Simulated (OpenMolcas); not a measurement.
# NO2F (nitryl fluoride) at 6 levels

Aim: a comparison of 6 runs (B3LYP/6-31G*, B2PLYP/cc-pVTZ, BLYP/cc-pVTZ, M06-L/cc-pVTZ, SVWN5/cc-pVTZ, TPSS/cc-pVTZ) of NO2F (nitryl fluoride). 

Program for the calculation: OpenMolcas 26.06.

## (1) Starting point

NO2F: 4 atoms, total charge 0, spin state singlet. As SMILES, `O=[N+]([O-])F`. The coordinates come from a PBE0-D4/def2-TZVP relaxation.

Bond lengths: O1–N2 1.170 Å, N2–O3 1.170 Å, N2–F4 1.442 Å. Angles: O1–N2–O3 135.6°, O1–N2–F4 112.2°, O3–N2–F4 112.2°.

## (2) Energy and forces at B3LYP/6-31G(d) (spherical functions) (run 1)

The input, job.inp:

```
&GATEWAY
  BasLib=$CurrDir
  Coord
  4
  angstrom
  O        0.188290       0.469930       1.120250
  N        0.079720      -0.071800       0.089140
  O        0.476580      -1.068680      -0.376880
  F       -0.744590       0.670550      -0.832510
  Basis=6-31Gs
  Group=NoSym

&SEWARD
  GridInput
  Grid=UltraFine
  End of Grid

&SCF
  KSDFT=B3LYP
  Thresholds=1e-10 1e-07 1e-07 1e-05
  PrOrbitals=0

&ALASKA
```

The basis set 6-31G* is read from a file made from the Basis Set Exchange's data (not shown).

Run with:

```console
$ export MOLCAS_MEM=1860
$ pymolcas job.inp > job.log
```

The program printed:

```text
--- Start Module: gateway ---
[...]
--- Stop Module: gateway /rc=_RC_ALL_IS_WELL_ ---
[...]
      Basis functions           56
[...]
--- Start Module: scf ---
[...]
       Convergence after  17 Iterations
[...]
::    Total KS-DFT energy                            -304.8737568390
[...]
      Total spin, S                                     0.0000000000
[...]
      Total electronic charge=   32.000000
      Total            charge=   -0.000000
[...]
      Dipole Moment (debye):
      Origin of the operator (angstrom)=   -0.0369    0.0332   -0.0412
                   X=  8.6992E-02               Y= -7.8366E-02               Z=  9.7276E-02           Total=  1.5222E-01
      Quadrupole Moment (debye*angstrom):
[...]
--- Stop Module: scf /rc=_RC_ALL_IS_WELL_ ---
[...]
--- Start Module: alaska ---
[...]
 *              Molecular gradients               *
 **************************************************
  Irreducible representation: a
 ------------------------------------------------------------------------------------------
                              X                       Y                       Z
 ------------------------------------------------------------------------------------------
  O1               -4.50941998441623E-03   -1.55634210340434E-02   -3.29627710413796E-02
  N2                1.11072382498387E-02   -1.00082964613093E-02    1.24206029891023E-02
  O3               -1.33581566568317E-02    3.16588770016644E-02    1.29848227818190E-02
  F4                6.76033839134682E-03   -6.08715950627570E-03    7.55734527047558E-03
 ------------------------------------------------------------------------------------------
--- Stop Module: alaska /rc=_RC_ALL_IS_WELL_ ---
[...]
```

Wall time 11 s (1 thread of Arm Neoverse V2, shared host); peak memory 0.39 GiB.

## (3) The energy at B2PLYP/cc-pVTZ (run 2)

The input, calc.input:

```
>>> EXPORT MOLCAS_PRINT=2

&gateway
  baslib=$CurrDir
  coord
  4
  angstrom
  O        0.188290       0.469930       1.120250
  N        0.079720      -0.071800       0.089140
  O        0.476580      -1.068680      -0.376880
  F       -0.744590       0.670550      -0.832510
  basis=cc-pVTZ
  group=NoSym

&seward
  gridinput
  Grid=UltraFine
  End of Grid

&scf
  ksdft=B2PLYP_SCF
  thresholds=1e-10 1e-07 1e-07 1e-05
  prorbitals=1

&mbpt2
  frozen=4
```

The basis set cc-pVTZ is read from a file made from the Basis Set Exchange's data (not shown).

Run with:

```console
$ export MOLCAS_MEM=1860
$ pymolcas calc.input > calc.log
```

The program printed:

```text
--- Start Module: gateway ---
[...]
--- Stop Module: gateway /rc=_RC_ALL_IS_WELL_ ---
[...]
      Basis functions          120
[...]
--- Start Module: scf ---
[...]
       Convergence after  14 Iterations
[...]
::    Total KS-DFT energy                            -304.5158809794
[...]
      Total spin, S                                     0.0000000000
[...]
      Total electronic charge=   32.000000
      Total            charge=   -0.000000
[...]
      Dipole Moment (debye):
      Origin of the operator (angstrom)=   -0.0369    0.0332   -0.0412
                   X=  1.1937E-01               Y= -1.0753E-01               Z=  1.3348E-01           Total=  2.0887E-01
      Quadrupole Moment (debye*angstrom):
[...]
--- Stop Module: scf /rc=_RC_ALL_IS_WELL_ ---
[...]
--- Start Module: mbpt2 ---
[...]
 ###    WARNING: MP2 implementation intended for RHF references only         ###
 ###############################################################################
MBPT2 WARNING: Reference function according to RunFile:KS-DFT
I'll assume you know what you're doing and continue
WARNING!
Default frozen orbitals as non valence orbitals is overwritten by user input.
Default values:   4
[...]
       Reference weight ( Cref**2 )         =        0.72080
::    Total MBPT2 energy                             -305.6792499991
[...]
      Total MBPT2 calculations                           0.64      0.71
--- Stop Module: mbpt2 /rc=_RC_ALL_IS_WELL_ ---
[...]
```

Wall time 31 s (1 thread of Arm Neoverse V2, shared host); peak memory 0.76 GiB.

## (4) Energy and forces at BLYP/cc-pVTZ (run 3)

The input, job.inp:

```
* FNO2 Kohn-Sham DFT

&GATEWAY
  BasLib = $CurrDir
  Coord
  4
  angstrom
  O        0.188290       0.469930       1.120250
  N        0.079720      -0.071800       0.089140
  O        0.476580      -1.068680      -0.376880
  F       -0.744590       0.670550      -0.832510
  Basis = cc-pVTZ
  Group = NoSym

&SEWARD
  GridInput
  Grid=UltraFine
  End of Grid

&SCF
  KSDFT = BLYP
  Thresholds = 1e-10 1e-07 1e-07 1e-05
  PrOrbitals = 1 2

&ALASKA
```

The basis set cc-pVTZ is read from a file made from the Basis Set Exchange's data (not shown).

Run with:

```console
$ export MOLCAS_MEM=1860
$ pymolcas job.inp > job.log
```

The program printed:

```text
--- Start Module: gateway ---
[...]
--- Stop Module: gateway /rc=_RC_ALL_IS_WELL_ ---
[...]
      Basis functions          120
[...]
--- Start Module: scf ---
[...]
       Convergence after  18 Iterations
[...]
::    Total KS-DFT energy                            -305.0032951559
[...]
      Total spin, S                                     0.0000000000
[...]
      Total electronic charge=   32.000000
      Total            charge=   -0.000000
[...]
      Dipole Moment (debye):
      Origin of the operator (angstrom)=   -0.0369    0.0332   -0.0412
                   X=  1.8055E-01               Y= -1.6262E-01               Z=  2.0188E-01           Total=  3.1591E-01
      Quadrupole Moment (debye*angstrom):
[...]
--- Stop Module: scf /rc=_RC_ALL_IS_WELL_ ---
[...]
--- Start Module: alaska ---
[...]
 *              Molecular gradients               *
 **************************************************
  Irreducible representation: a
 ------------------------------------------------------------------------------------------
                              X                       Y                       Z
 ------------------------------------------------------------------------------------------
  O1               -4.76813069485127E-03   -2.03857948290658E-02   -4.04433655766105E-02
  N2               -2.02050863857295E-03    1.81460045321824E-03   -2.25755077253798E-03
  O3               -1.58955503825187E-02    3.89989097132997E-02    1.73392049339736E-02
  F4                2.26841897159584E-02   -2.04277153374566E-02    2.53617114151066E-02
 ------------------------------------------------------------------------------------------
--- Stop Module: alaska /rc=_RC_ALL_IS_WELL_ ---
[...]
```

It took 41 s on 1 thread of Arm Neoverse V2, shared host; peak memory 0.76 GiB.

Runs 4 to 5 aren't shown in full; the table further down has their settings and results.

## (5) Energy and forces at TPSS/cc-pVTZ (run 6)

The input, calc.inp:

```
* FNO2 Kohn-Sham DFT

&GATEWAY
 BasLib=$CurrDir
 Coord
 4
 angstrom
 O        0.188290       0.469930       1.120250
 N        0.079720      -0.071800       0.089140
 O        0.476580      -1.068680      -0.376880
 F       -0.744590       0.670550      -0.832510
 Basis=cc-pVTZ
 Group=NoSym

&SEWARD
 GridInput
 Grid=UltraFine
 End of Grid

&SCF
 KSDFT=2
 1.0 MGGA_X_TPSS
 1.0 MGGA_C_TPSS
 Thresholds=1e-10 1e-07 1e-07 1e-05
 PrOrbitals=1 2

&ALASKA
```

The basis set cc-pVTZ is read from a file made from the Basis Set Exchange's data (not shown).

Run with:

```console
$ export MOLCAS_MEM=1860
$ pymolcas calc.inp > calc.log
```

The program printed:

```text
--- Start Module: gateway ---
[...]
--- Stop Module: gateway /rc=_RC_ALL_IS_WELL_ ---
[...]
      Basis functions          120
[...]
--- Start Module: scf ---
[...]
       Convergence after  17 Iterations
[...]
::    Total KS-DFT energy                            -305.0572610691
[...]
      Total spin, S                                     0.0000000000
[...]
      Total electronic charge=   32.000000
      Total            charge=   -0.000000
[...]
      Dipole Moment (debye):
      Origin of the operator (angstrom)=   -0.0369    0.0332   -0.0412
                   X=  1.9021E-01               Y= -1.7132E-01               Z=  2.1268E-01           Total=  3.3281E-01
      Quadrupole Moment (debye*angstrom):
[...]
--- Stop Module: scf /rc=_RC_ALL_IS_WELL_ ---
[...]
--- Start Module: alaska ---
[...]
 *              Molecular gradients               *
 **************************************************
  Irreducible representation: a
 ------------------------------------------------------------------------------------------
                              X                       Y                       Z
 ------------------------------------------------------------------------------------------
  O1               -3.41980324568514E-03   -1.60724409246278E-02   -3.10726184767383E-02
  N2               -1.20107406648051E-03    1.07638791895104E-03   -1.34110799553433E-03
  O3               -1.20554355775297E-02    3.00132861565565E-02    1.37693927493761E-02
  F4                1.66763128897145E-02   -1.50172331507754E-02    1.86443337227598E-02
 ------------------------------------------------------------------------------------------
--- Stop Module: alaska /rc=_RC_ALL_IS_WELL_ ---
[...]
```

Run time: 53 s. Hardware: 1 thread of Arm Neoverse V2, shared host; peak memory 0.76 GiB.

## (6) All runs side by side

```
run                               level      task  frozen core orbitals  energy (Eh)  dipole moment (D)  HOMO energy (eV)  LUMO energy (eV)  wall time
  1  B3LYP/6-31G* (spherical functions)  gradient                     –  -304.873757               0.15             -9.71             -2.45       11 s
  2                      B2PLYP/cc-pVTZ    energy                     4  -304.829991               0.21            -12.28             -0.89       31 s
  3                        BLYP/cc-pVTZ  gradient                     –  -305.003295               0.32             -8.25             -3.40       41 s
  4                       M06-L/cc-pVTZ  gradient                     –  -304.967789               0.39             -8.72             -3.25       53 s
  5                       SVWN5/cc-pVTZ  gradient                     –  -302.938014               0.33             -8.57             -3.77       35 s
  6                        TPSS/cc-pVTZ  gradient                     –  -305.057261               0.33             -8.48             -3.37       53 s
```

## (7) What came out

| quantity | value |
| --- | --- |
| run 6: total energy | -305.05726 Eh |
| run 6: dipole moment | 0.33 D |
| run 6: HOMO energy | -8.48 eV |
| run 6: LUMO energy | -3.37 eV |
| run 6: HOMO–LUMO gap | 5.11 eV |
| run 6: largest force on an atom | 1.808 eV/Å |

The dipole moment (its size) runs from 0.15 D (B3LYP/6-31G*) to 0.39 D (M06-L/cc-pVTZ). The two ends differ in method and basis. The HOMO–LUMO gap runs from 4.80 eV (SVWN5/cc-pVTZ) to 11.39 eV (B2PLYP/cc-pVTZ). A double hybrid's value is that of its SCF part. For B2PLYP the log adds the whole second-order term; the table takes 0.27 of it, as the functional is defined. Totals of different functionals can't be ranked against each other. All runs together took 3.7 min, the longest 53 s.
